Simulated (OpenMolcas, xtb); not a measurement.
# SiH2 (SMILES [SiH2]): methods side by side

SiH2 has 3 atoms, charge 0, and is taken as a singlet. SMILES: `[SiH2]`. The coordinates come from a PBE0-D4/def2-TZVP relaxation.

```xyz
3

Si   -0.4912    0.4686   -0.2136
H     0.8403    0.5786    0.5225
H    -0.3491   -1.0472   -0.3089
```

Each level gives the HOMO–LUMO gap (eV). The values are calculated.

| level | kind | program | value (eV) | CPU time |
| --- | --- | --- | --- | --- |
| GFN1-xTB | semi-empirical | xtb | 2.58 | under 2 s |
| HF/aug-cc-pVTZ | Hartree–Fock | OpenMolcas | 9.16 | 12 s |
| SVWN5/aug-cc-pVTZ | LDA | OpenMolcas | 1.64 | 19 s |
| PBE/aug-cc-pVTZ | GGA | OpenMolcas | 1.80 | 25 s |
| r2SCAN/aug-cc-pVTZ | meta-GGA | OpenMolcas | 2.20 | 30 s |
| BHLYP/aug-cc-pVTZ | global hybrid | OpenMolcas | 5.65 | 23 s |
| B2PLYP/aug-cc-pVTZ | double hybrid | OpenMolcas | 5.86 | 19 s |

The values span 1.64 to 9.16 eV. Orbital gaps aren't excitation energies, and those of double hybrids come from the SCF part alone; they tend to grow with the share of exact exchange. CPU times are rough (shared hosts, several kinds of processor): they show what a rung costs within a factor of a few.
